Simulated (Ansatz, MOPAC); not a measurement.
How methods differ on AlH (SMILES [AlH])

AlH, singlet, SMILES `[AlH]`. Each level relaxes the structure for itself.

Each level gives the harmonic wavenumber (cm⁻¹). The values are calculated.

| level | kind | program | value (cm⁻¹) |
| --- | --- | --- | --- |
| MNDO | semi-empirical | MOPAC | 2048 |
| PM6-D3H4 | semi-empirical | MOPAC | 2470 |
| PM6-DH2X | semi-empirical | MOPAC | 2470 |
| PM7- | semi-empirical | MOPAC | 2399 |
| HF/STO-3G | Hartree–Fock | Ansatz | 2402 |
| HF/3-21G | Hartree–Fock | Ansatz | 1712 |
| HF/6-31G | Hartree–Fock | Ansatz | 1661 |
| HF/6-31G* (Cartesian functions) | Hartree–Fock | Ansatz | 1770 |
| HF/6-31G** (Cartesian functions) | Hartree–Fock | Ansatz | 1762 |
| HF/6-311G** (Cartesian d past Ne) | Hartree–Fock | Ansatz | 1748 |

Harmonic and unscaled. The values span 1661 to 2470 cm⁻¹. Without the sets that lack polarisation functions the rows with a basis span only 1748 to 1770 cm⁻¹.
